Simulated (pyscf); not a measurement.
Single points on ωB97X-D3(BJ)/def2-SVP structures (PySCF, gas phase).

**Question.** Estimate the classical barrier height and the reaction energy of F–W(F)(=Se)=Se + hydrogen chloride (HCl) → F–W(F)(Cl)(=Se)–SeH at ωB97M-D3(BJ)/def2-TZVP. The step runs on the singlet surface, breaks Cl–H and forms H–Se, Cl–W; take the separated reactants as zero.

**Answer.** ΔE‡ = 62.8 kJ/mol, ΔE = -51.5 kJ/mol. Zero-point energy shifts the barrier by -5.4 kJ/mol. It is an addition across a multiple bond or ene-type step, with an imaginary mode of 894i cm⁻¹. On the product side the descent ends in a point that may be a rotor saddle (no frequency run), 9.0 kJ/mol over the lowest minimum found and 105.2 kJ/mol under the saddle at ωB97X-D3(BJ)/def2-TZVP. At ωB97X-D3(BJ)/def2-TZVP the barrier from the zero used here is 37.5 kJ/mol. This is the saddle that the search found; another between the same sides may lie lower. Elements up to Kr have no core potential and no relativistic terms here. Elements past Kr carry the def2 core potentials, without spin-orbit coupling.
